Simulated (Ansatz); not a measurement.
Basis-set extrapolation for C4H7F (`CC(C)=CF`) (PBE0-D4/def2-TZVP geometry, frozen core, Ansatz 0.2.0). Multiplicity 1, RHF reference.

```tsv
	def2-TZVPP	def2-QZVPP
HF	-255.067180	-255.078782
MP2 correlation	-0.921518	-0.988217
CCSD(T) correlation	-0.997990	not run
```

Energies in hartree. Use E(X) = E(∞) + A·exp(−7.88·√X) for Hartree–Fock and E(X) = E(∞) + B·X^(−2.97) for correlation, with X = 3 and 4, and add CCSD(T) minus MP2 of the smaller set to the MP2 limit.

What is the CCSD(T) energy at the basis-set limit?

HF limit: -255.078782 + (-0.011602) × 0.13774 = -255.08038. MP2 limit: -0.988217 + (-0.066699) × 0.74074 = -1.03762. Higher-order term: -0.997990 − (-0.921518) = -0.07647. Total: -256.19447 hartree, 81.1 kcal/mol below CCSD(T)/def2-TZVPP.
